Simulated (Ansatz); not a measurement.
## Ansatz (development build ahead of 0.2.0) run

```yaml
crystal:
  periodic: [false, false, false]
  atoms:
    - { symbol: O, position_ang: [0.0, 0.0, 0.0] }
    - { symbol: O, position_ang: [0.0, 2.06815, 1.27243] }
    - { symbol: O, position_ang: [0.0, -1.0885, 0.6697] }
basis:
  gaussian: { orbitals: STO-3G }
hamiltonian:
  xc: hf
correlation:
  method: fci
  frozen_orbitals: { O: 1 }
```

The input is written out in the form of the current development build from the run's settings.

Results

```yaml
Converged: yes
Reference_energy: -221.21068 hartree
Correlation_energy: -0.34928 hartree
Total_energy: -221.55996 hartree
State: lowest singlet root, of any spatial symmetry
```
